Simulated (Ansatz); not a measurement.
Reaction (SMILES): OCl (OH-Cl) + H+ → Cl[OH2+]
B3LYP-D3(BJ)/def2-TZVP geometries, fixed; electronic energies without zero-point terms; positive where energy is released.
Largest species:
```xyz
4

O     -0.0211     1.0722    -0.0746
H     -0.9457     1.3908     0.0477
Cl     0.0314    -0.6722    -0.0032
H      0.5812     1.4595     0.6026
```
Charge +1, spin multiplicity 1.

Energies in hartree at PBE with Ansatz (a quantum-chemistry and plane-wave program); the proton affinity is their sum with the coefficients shown, times 627.509 kcal/mol a hartree; the bare proton counts zero. All functions are spherical. The proton sits at the site shown, which need not be the one that binds it best. No added dispersion term, no relativity.

```csv
species,coefficient,part,cc-pV(D+d)Z,cc-pV(T+d)Z,cc-pV(Q+d)Z
OCl (OH-Cl),+1,PBE,-535.69723,-535.74847,-535.76070
[OH2+]Cl,-1,PBE,-535.95312,-536.00221,-536.01331
```

**Question.** Predict the proton affinity in cc-pV(5+d)Z (X = 5): let each PBE step shrink by the ratio of the last two. Compare with the run.

**Answer.** 
- OCl (OH-Cl): steps -0.05124 and -0.01223, ratio 0.239, so PBE -535.76362 (run: -535.76698).
- [OH2+]Cl: steps -0.04909 and -0.01110, ratio 0.226, so PBE -536.01582 (run: -536.01867).
Predicted 158.26 kcal/mol; the run in cc-pV(5+d)Z gives 157.94, a miss of 0.32. Keeping the value in cc-pV(Q+d)Z, 158.52, would miss by 0.58. All sums are of the energies as printed.
